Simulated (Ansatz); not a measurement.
## Structure relaxation of Cs₃Si

Theory: DFT PBE, scalar-relativistic, plane waves, PAW (Ansatz). Cutoff 420 eV, Γ-centred k mesh, Gaussian smearing, no spin polarisation in the final step.

The start puts Cs₃Si on the Cu3Au (L1_2) structure type (Pm-3m, No. 221), with Si in place of Au, Cs in place of Cu, at a guessed volume.

```xyz
4
Lattice="5.2876 0.0000 0.0000 0.0000 5.2876 0.0000 0.0000 0.0000 5.2876" Properties=species:S:1:pos:R:3 pbc="T T T"
Cs    0.0000    2.6438    2.6438
Cs    2.6438    0.0000    2.6438
Cs    2.6438    2.6438    0.0000
Si    0.0000    0.0000    0.0000
```

Cell and atoms relax at zero pressure; the relaxation can't lower the symmetry of the start. After a coarse first stage the cell is made exact in the group found at 0.06 Å.

Formation energies are uncorrected and refer to the elements' standard structures at the same level.

Problem. Which crystal results?

Solution. It keeps Pm-3m (No. 221). The result has the Cu3Au (L1_2) structure. Conventional cell: a = 5.951 Å. Around Cs lie 4 Si at 4.21 Å and 8 Cs at 4.21 Å; Si has 12 Cs at 4.21 Å.

```xyz
4
Lattice="5.9514 0.0000 0.0000 0.0000 5.9514 0.0000 0.0000 0.0000 5.9514" Properties=species:S:1:pos:R:3 pbc="T T T"
Cs    0.0000    2.9757    2.9757
Cs    2.9757    0.0000    2.9757
Cs    2.9757    2.9757    0.0000
Si    0.0000    0.0000    0.0000
```

Problem. What are its volume, energy, density and gap?

Solution. The volume per atom is 52.70 Å³, the density is 3.36 g/cm³ and the energy over the elements is 0.47 eV/atom. The gap on the 8×8×8 mesh is 0 eV (a metal).

The final run used a 8×8×8 mesh on its 4-atom cell and 0.10 eV smearing. The k mesh leaves about 4 meV/atom of noise in metals. A structure relaxed within its symmetry needn't be a true minimum.

Cost: 3 runs of about 1 core-minutes in all, on Arm Neoverse V1 (shared hosts).